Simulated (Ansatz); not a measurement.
B₂C⁻, relaxed as a doublet with UKS PBE0-D4/def2-TZVPD in Ansatz, starting from the GFN1-xTB geometry. Force threshold 0.02 eV/Å.

The relaxation made no stability test and no search for a lower SCF solution. Another isomer (doublet) lies 0.45 eV lower at PBE0-D4/def2-TZVPD; other spin states weren't run for this one.

Start:

```xyz
3

B     0.506    1.184   -0.501
B    -0.505   -1.185    0.500
C    -0.002    0.001    0.001
```

| step | energy (eV) | largest force component (eV/Å) | SCF passes |
| --- | --- | --- | --- |
| 1 | -2381.7036 | 0.410 | 22 |
| 2 | -2381.7088 | 0.116 | 29 |
| 3 | -2381.7093 | 0.022 | 30 |
| 4 | -2381.7093 | 0.046 | 23 |
| 5 | -2381.7094 | 0.122 | 28 |
| 6 | -2381.7100 | 0.296 | 33 |
| 7 | -2381.7150 | 0.516 | 32 |
| 8 | -2381.7182 | 0.520 | 34 |
| 9 | -2381.7211 | 0.145 | 33 |
| 10 | -2381.7213 | 0.064 | 31 |
| 11 | -2381.7214 | 0.003 | 23 |
| 12 | -2381.7214 | 0.001 | 17 |

Force components are those of the run's own axes.

End:

```xyz
3

B     0.514    1.203   -0.508
B    -0.506   -1.187    0.501
C    -0.009   -0.015    0.008
```

By distances, no bond broke or formed. The bond that changes most is B1–C3, from 1.38 to 1.42 Å (atoms count from 1).

The force fell under the threshold at step 11, but the optimiser went on. No frequencies were taken in this run, so the end may be a saddle point.

It took 6.5 s on 4 threads of Arm Neoverse V2 on a shared host.
